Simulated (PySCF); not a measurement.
Molecule: `CCCC1C=C1`, C$_{6}$H$_{10}$.

Bonds (- single, = double, # triple, : aromatic): C1-C2, C2-C3, C3-C4, C4-C5, C5=C6, C6-C4. C1 carries H7, H8, H9; C2 carries H10, H11; C3 carries H12, H13; C4 carries H14; C5 carries H15; C6 carries H16.

Frames of a GFN2-xTB Langevin trajectory at 400 K; GIAO PBE0/pcSseg-1 shieldings in PySCF 2.14, gas phase, non-relativistic; equivalent atoms averaged within each frame.

References, each an isolated molecule treated in the same way: ¹³C (186.93 ppm), ¹H (31.72 ppm) vs TMS. The references are static minima.

Question: How do the shifts (ppm) fluctuate along the trajectory?

Answer: 
```
         time (fs)  C5/C6    C3    C2    C4    C1  H15/H16  H12/H13  H10/H11   H14  H7/H8/H9
               250  127.2  50.2  25.9  16.8  11.8     7.68     1.75     1.74  1.32      0.08
               425  129.3  47.8  33.1  19.1  15.9     7.69     1.54     2.35  2.17      0.47
               625  127.1  52.2  30.0  20.6  21.1     7.48     2.23     1.69  1.37      1.41
               800  132.0  39.5  26.7  21.3  17.5     7.67     0.13     1.91  2.26      1.35
              1000  129.0  40.4  28.4  14.0  22.1     7.91     1.46     1.34  0.86      1.62
    mean of frames  128.9  46.0  28.8  18.4  17.7     7.69     1.42     1.80  1.59      0.99
standard deviation    2.0   5.8   2.8   3.0   4.1     0.16     0.78     0.37  0.60      0.67
```

5 frames give an uncertainty of the mean of about the standard deviation over 2.2 at best, since frames this close in time may not be independent; classical motion lacks zero-point vibration, and the reference would need the same averaging.
